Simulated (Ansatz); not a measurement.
System: CH₂O₂, charge 1, multiplicity 2. SMILES of the parent species: O=CO

Atoms: O1, C2, O3, H4, H5. Bonds: O1-C2, O1-H4, C2-O3, C2-H5.

Bond lengths (Å) and angles (degrees) optimised at HF/6-31G* with Ansatz (a quantum-chemistry and plane-wave program); B3LYP/LANL2DZ with Ansatz; B3LYP/6-31G* with Ansatz, each started from the B3LYP-D3(BJ)/def2-TZVP structure (Ansatz) of the last column. A row stands for all coordinates that are equal there; 7 of 8 kinds are shown. 6-31G* holds six Cartesian d functions. No wavenumbers were computed at B3LYP/LANL2DZ, so these may be saddle points.

```csv
coordinate,HF/6-31G*,B3LYP/LANL2DZ,B3LYP/6-31G*,B3LYP-D3(BJ)/def2-TZVP
O1-C2,1.246,1.295,1.276,1.270
O1-H4,0.965,0.995,0.988,0.984
C2-O3,1.260,1.302,1.260,1.250
C2-H5,1.081,1.101,1.104,1.105
O1-C2-O3,123.8,125.8,125.6,125.7
C2-O1-H4,118.4,122.8,116.1,116.1
O1-C2-H5,119.3,117.4,118.3,118.5
```

Mean signed difference of all 4 bond lengths from B3LYP-D3(BJ)/def2-TZVP: HF/6-31G* -0.014 Å, B3LYP/LANL2DZ 0.021 Å, B3LYP/6-31G* 0.005 Å.
